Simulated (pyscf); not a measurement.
Thermochemistry of product channels of SnH₄ + CH₃• on the doublet surface, in eV, from ωB97M-D3(BJ)/def2-TZVP energies (ideal gas, 1 atm, RRHO with modes under 100 cm⁻¹ raised to 100, one conformer, R ln 2 for chiral ones without a mode under 150 cm⁻¹). Optimised with ωB97X-D3(BJ)/def2-SVP in PySCF.

| products | ΔE | ΔH(298 K) | ΔG(298 K) | ΔG(1200 K) |
|---|---|---|---|---|
| SnH₂ [singlet] + CH₄ + H• | +0.80 | +0.81 | +0.48 | -0.50 |
| H₃C–SnH₂• + H₂ | -0.92 | -0.84 | -0.85 | -0.92 |
| •H₂C–SnH₃ + H₂ | +0.41 | +0.34 | +0.32 | +0.13 |
| H₃C–SnH₃ + H• | +0.33 | +0.33 | +0.41 | ? |
| SnH₃• + H₂ + CH₂ [triplet] | ? | +3.59 | +3.15 | +1.75 |
| SnH₃• + CH₄ | -1.44 | -1.26 | -1.27 | ? |

**Question.** Fill in the missing entries.

**Answer.** 
- H₃C–SnH₃ + H•, ΔG(1200 K): +0.56
- SnH₃• + H₂ + CH₂ [triplet], ΔE: +3.81
- SnH₃• + CH₄, ΔG(1200 K): -1.21

The channel to SnH₂ [singlet] + CH₄ + H• turns favourable between 298 and 1200 K (ΔG from +0.48 eV to -0.50 eV).

These are energies of the channels, which say nothing of barriers. Elements past Kr carry the def2 core potentials, without spin-orbit coupling.
